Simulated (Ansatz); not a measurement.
# GaHS₂, singlet: the ladder up to RCCSDT(Q)

Geometry: displaced at random from a stationary point.

```xyz
4

Ga    0.0602    0.0043    0.8721
S    -0.1047   -1.0910   -0.9821
S    -0.0280    1.0839   -0.9903
H     0.0551   -0.0750    2.4235
```

Basis cc-pVDZ; Ansatz 0.2.0. Only valence electrons are correlated (noble-gas cores and the filled d shells of p-block atoms frozen), which leaves 16 electrons in 44 orbitals. Prefix R: restricted or restricted open-shell reference. No spin–orbit coupling is included, and no scalar relativity.

Full CI isn't at hand for all of this; RCCSDT(Q) serves as the reference, and is uncertain by the last step of the cluster series or more.

```
UHF ⟨S²⟩                          : 0.000
T1 diagnostic (RCCSD)             : 0.0156
largest doubles amplitude (RCCSD) : 0.056
```

```tsv
level	E − E(RCCSDT(Q)) (kJ/mol)	share of correlation (%)	wall time
RHF	941.3	0.00	–
RMP2	120.4	87.21	–
RCCSD	39.2	95.83	–
RCCSD(T)	5.9	99.38	1.9 s
BCCD(T)	5.7	99.40	2.3 s
RCCSDT	3.3	99.65	–
```

The correlation energy at RCCSDT(Q), counted from RHF, is -9.756 eV. That run took 50 s on 1 thread of Arm Neoverse V1, shared host.

Times hold each run's SCF and search for its determinant on a shared host, so for small cases they say little of a method's own cost; they ran on 1 thread of Arm Neoverse V1.
